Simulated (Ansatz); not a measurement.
A made-up structure of C2H4N (charge -1), closed shell:

C1  (-0.328, -0.281, 0.481)
N2  (-0.964, -0.135, -0.660)
C3  (0.907, 0.086, 0.743)
H4  (-1.926, -0.461, -0.744)
H5  (-0.532, 0.297, -1.478)
H6  (1.552, 0.574, -0.005)
H7  (1.319, -0.092, 1.734)
(Å)

It is relaxed with PBE-D4/def2-SVPD and then PBE0-D4/def2-TZVPD (Ansatz 0.2.0). Atoms count as bonded within 1.22 times the sum of their covalent radii (H–H: 0.88 Å). The end point is not checked to be a true minimum.

(1) Does its bonding change? (A judgement: the text doesn't fix the answer.)

Answers

(1) Computed: No: no bond forms or breaks.

Where it ends: The first stage lowers the energy by 0.31 eV in 5 steps. It ends as C₂H₄N ([CH2][C][NH2]), total charge -1:
| atom | x (Å) | y (Å) | z (Å) |
| --- | --- | --- | --- |
| C1 | -0.4016 | -0.3479 | 0.5991 |
| N2 | -0.9614 | -0.1380 | -0.6480 |
| C3 | 0.8777 | 0.0717 | 0.7543 |
| H4 | -1.9001 | -0.4185 | -0.8439 |
| H5 | -0.4506 | 0.3068 | -1.4166 |
| H6 | 1.4510 | 0.5567 | -0.0664 |
| H7 | 1.4142 | -0.0438 | 1.6926 |

Labels in which every atom is bracketed show which atoms are joined, not bond orders.

For scale, one of the runs: PBE0-D4/def2-TZVPD relaxation, 147 basis functions, launched by `ansatz run in.yaml --threads 2 --pin off --events-out ev --progress --plain --max-ram 4352MiB`. The run took about 11 s on 2 CPU threads of an Arm Neoverse V2 (shared host).
